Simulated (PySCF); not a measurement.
How methods differ on the electron affinity of P

P⁻ [Ne] 3s2 3p4 (3P) → P [Ne] 3s2 3p3 (4S), as a difference of total energies. All numbers are calculated (PySCF 2.14, the non-relativistic Hamiltonian (point nucleus), in aug-cc-pwCVDZ). Correlated levels: valence: [Ne] frozen; valence and next inner shell: 1s2 frozen; nothing frozen. The calculations carry no spin-orbit coupling.

```
                                method  electron affinity (eV)
                                   UHF                  -0.366
                                   LDA                   1.010
                                   PBE                   0.858
                                  PBE0                   0.762
                                r2SCAN                   0.760
                                M06-2X                   0.836
                               r2SCAN0                   0.707
                                 B3LYP                   0.937
                     SCS-MP2 (valence)                   0.302
    MP2 (valence and next inner shell)                   0.259
SCS-MP2 (valence and next inner shell)                   0.294
                   MP2 (all electrons)                   0.259
               SCS-MP2 (all electrons)                   0.294
```

Task: Estimate what MP2 (valence) gives.

Result: 0.266 eV, closest to MP2 (all electrons) among the rows shown.

Task: Estimate what BHandHLYP gives.

Result: 0.692 eV, closest to r2SCAN0 among the rows shown.

A first-order spin-orbit estimate (lowest level to lowest level, LS coupling) adds 0.012 eV.

Errors of the correlated levels include the incompleteness of this basis and the frozen core.

A negative affinity means that the anion lies above the atom at that level of theory.

In the anion the highest occupied orbital energy is positive at LDA, PBE, PBE0, r2SCAN, M06-2X, r2SCAN0, BHandHLYP, B3LYP, a self-interaction effect; the basis confines that electron, and the energy difference can still be sensible.

For comparison: 0.747 eV (measured; photodetachment measurements, as compiled on the Wikipedia data page of electron affinities).
